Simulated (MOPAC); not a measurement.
MOPAC input (MNDO):

```
MNDO 1SCF CHARGE=-1 GEO-OK AUX(PRECISION=9) THREADS=1
C4H5

C     0.00724967 1   -0.72295051 1    0.71906962 1
C     0.04562440 1    0.68254748 1    0.81501059 1
C    -0.04432848 1   -0.81177839 1   -0.68647340 1
C    -0.00734761 1    0.73271783 1   -0.72878450 1
H     0.01502855 1   -1.49867503 1    1.49062995 1
H    -0.51892031 1    1.32167605 1    1.50036933 1
H     0.52058812 1   -1.48799353 1   -1.33494466 1
H     0.87841978 1    1.16576513 1   -1.21872836 1
H    -0.90230394 1    1.21600897 1   -1.15026007 1
```

Question: What heat of formation does the run end on, and which ionisation energy by Koopmans theorem?

Answer: 69.14 kcal/mol; 0.91 eV.
